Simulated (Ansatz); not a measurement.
Input for Ansatz (development build ahead of 0.2.0):

```yaml
crystal:
  periodic: [false, false, false]
  atoms:
    - { symbol: Mg, position_ang: [0.0, 0.0, -1.11551] }
    - { symbol: Cl, position_ang: [0.0, 0.0, 1.11551] }
basis:
  gaussian: { orbitals: def2-SVP }
magnetization:
  spin_polarized: true
  initial_magnetization: 1
hamiltonian:
  xc: hf
correlation:
  method: ccsd_t
  frozen_orbitals: { Cl: 5, Mg: 1 }
scf:
  omitted_lower_state_checks: [stability, starts, atomic_configurations, cluster_reference, orbital_swaps, given_window_search, neighbouring_geometries, increment]
```

The input is written out in the form of the current development build from the run's settings.

Output:

```
Converged          : yes
Reference energy   : -658.96135 hartree
Correlation energy : -0.16668 hartree
Total energy       : -659.12803 hartree
```
